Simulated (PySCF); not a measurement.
# Telling isomers of C3H5N apart by NMR

No relativistic terms, averaged over atoms made equivalent by symmetry, fast rotation or ring inversion, no solvent, single conformer. Couplings computed with B3LYP/pcJ-1; coordinates at the GFN2-xTB level; GIAO PBE0/pcSseg-1 shieldings; PySCF 2.14.

Scale: $^{1}$H and $^{13}$C against TMS (reference shieldings calculated alike). Multiplet labels drop J under 1 Hz and among equivalent protons, and merge close values. Unscaled 3J(H,H) run several per cent high. Shifts are as computed. Against solution values, carbons near 30 ppm lie about +3 ppm off and those near 130 ppm about +5 ppm. Of 1211 compounds with measured shifts, 218 miss one by over three times the rms of a fit or turn the order of signals round; such compounds aren't used in these exercises.

(1) Tabulate the signals of `CCC#N`, `C=CN=C` and their relative energies.

(2) What is the quickest way to tell CCC#N from C=CN=C?

Answers

(1) 
```tsv
SMILES	carbon types	δC	δH	E rel. (kcal/mol)
CCC#N	1×C 1×CH2 1×CH3	124.7, 14.0, 11.8	2.23 (q, 2H), 1.32 (t, 3H)	0.0
C=CN=C	1×CH 2×CH2	155.9, 150.6, 99.3	7.62 (dd, 1H), 7.58 (ddt, 1H), 7.04 (dd, 1H), 4.50 (d, 1H), 4.30 (d, 1H)	28.0
```

Energies are electronic energies at PBE0/pcSseg-1 on these geometries, without zero-point or thermal terms, each for the one conformer computed, which needn't be the lowest.

(2) Both give the same number of carbon signals, but DEPT or the intensities differ. The first has a nitrile carbon (C) at 124.7 ppm, the second an alkene CH at 155.9 ppm. In the proton spectra the most deshielded non-exchanging signals are 2.23 (q, J = 8.3 Hz, 2H) and 7.62 (dd, J = 18.0, 2.5 Hz, 1H).
